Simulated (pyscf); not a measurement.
PySCF, gas phase, ωB97X-D3(BJ)/def2-SVP geometries. MP2 and CC: frozen core, UHF for open shells. ΔMP2 is the change of the MP2 total energy from the triple- to the quadruple-zeta basis.

Problem. F–BH–SiH₃ -> B–F [singlet] + SiH₄
Surface: singlet. Broken: B–Si, B–H. Formed: H–Si. Give ΔE‡ and ΔE from CCSD(T)/def2-TZVPP + ΔMP2(QZVPP), relative to the reactant's lowest minimum found.

Solution. ΔE‡ = 3.70 eV, ΔE = +1.72 eV. Zero-point energy shifts the barrier by -0.12 eV. It is a 1,1-elimination, with an imaginary mode of 1413i cm⁻¹. One saddle was located; it need not be the lowest between these sides. The CCSD(T) − MP2 part came from Ansatz, without density fitting, on the same reference.
